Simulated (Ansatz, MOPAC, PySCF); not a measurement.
Molecule: PH2, charge 0, multiplicity 2. SMILES: [PH2]
Geometry from a B3LYP-D3(BJ)/def2-TZVP (Ansatz, an electronic-structure program) optimisation:
```
P
H 1 1.4234
H 1 1.4234 2 91.73
```
Charge 0, spin multiplicity 2.

Unscaled harmonic wavenumbers (cm⁻¹) in rising order, each level at the stationary point that it reaches from this structure (no distance between atoms moves by over 0.3 Å); the order of modes can differ between levels, and a negative number is imaginary. B3LYP-D3(BJ)/def2-TZVP (PySCF, at the structure above): 1128, 2364, 2373.

PM3 (MOPAC): 935, 1571, 1617. Zero-point energy 5.9 against 8.4 kcal/mol; where all levels lie over 400 cm⁻¹, the wavenumbers are on average 0.725 times those of B3LYP-D3(BJ)/def2-TZVP.

PM6 (MOPAC): 1102, 2747, 2749. Zero-point energy 9.4 against 8.4 kcal/mol; where all levels lie over 400 cm⁻¹, the wavenumbers are on average 1.099 times those of B3LYP-D3(BJ)/def2-TZVP.

PM7 (MOPAC): 1192, 2225, 2269. Zero-point energy 8.1 against 8.4 kcal/mol; where all levels lie over 400 cm⁻¹, the wavenumbers are on average 0.985 times those of B3LYP-D3(BJ)/def2-TZVP.

B3LYP/6-31G* (Ansatz): 1153, 2376, 2388. Zero-point energy 8.5 against 8.4 kcal/mol; where all levels lie over 400 cm⁻¹, the wavenumbers are on average 1.011 times those of B3LYP-D3(BJ)/def2-TZVP.
